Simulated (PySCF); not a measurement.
Species: H4OSSi.
SMILES: `O[SiH2]S`

All values: B3LYP/def2-SVPD (PySCF, non-relativistic), on one gas-phase PBE0-D3(BJ)/def2-SVP geometry that isn't relaxed in the solvent. The solvent is an IEF-PCM continuum (cavity from Bondi-type radii × 1.2), and excitations are vertical TDDFT with non-equilibrium linear response and a frozen core. Specific hydrogen bonds and non-electrostatic terms are outside this model.

Gas-phase singlets (H = HOMO, L = LUMO):

```
state  E (eV)  λ (nm)      f         leading configurations
   S1   6.022     206  0.026             H→L 74%, H→L+1 21%
   S2   6.480     191  0.036  H→L+1 44%, H→L+2 28%, H→L 24%
   S3   6.650     186  0.029           H→L+2 65%, H→L+1 32%
   S4   7.290     170  0.018                      H-1→L 93%
   S5   7.545     164  0.018           H→L+4 48%, H→L+3 39%
```

Question: What are the lowest 5 singlets in dimethylsulfoxide (ε = 46.83)?

Answer: 
| state | E (eV) | λ (nm) | f | leading configurations | change by rank (eV) |
| --- | --- | --- | --- | --- | --- |
| S1 | 6.240 | 199 | 0.038 | H→L 73%, H→L+1 14%, H→L+2 12% | +0.218 |
| S2 | 6.576 | 189 | 0.048 | H→L+2 79%, H→L 16% | +0.096 |
| S3 | 6.737 | 184 | 0.057 | H→L+1 82%, H→L 9% | +0.087 |
| S4 | 7.475 | 166 | 0.031 | H-1→L 89% | +0.185 |
| S5 | 7.617 | 163 | 0.040 | H→L+3 72%, H→L+4 20% | +0.072 |

Question: The ground-state energy changes by -0.213 eV from gas to dimethylsulfoxide. By how much does the total energy of gas-phase S4 change?

Answer: E(S4) = E(S0) + excitation energy, so it changes by -0.213 + 0.185 = -0.028 eV: it is lowered less than the ground state, which is what a blue shift means. This is the vertical state, with the slow part of the continuum still set for S0.

Question: How do the frontier levels move from gas to dimethylsulfoxide?

Answer: 
```
orbital  gas (eV)  solvent (eV)  change (eV)
 LUMO+2      0.25          0.34        +0.09
 LUMO+1     -0.06          0.18        +0.24
   LUMO     -0.40         -0.10        +0.30
   HOMO     -7.49         -7.44        +0.05
 HOMO-1     -8.74         -8.64        +0.10
 HOMO-2     -9.16         -9.04        +0.12
 HOMO-3    -10.58        -10.45        +0.13
```

The HOMO–LUMO gap goes from 7.09 to 7.33 eV.

Shape of the structure used: `[OH:1][SiH2:2][SH:3]`: H–O1–Si2–S3 55°, H–S3–Si2–O1 66°.
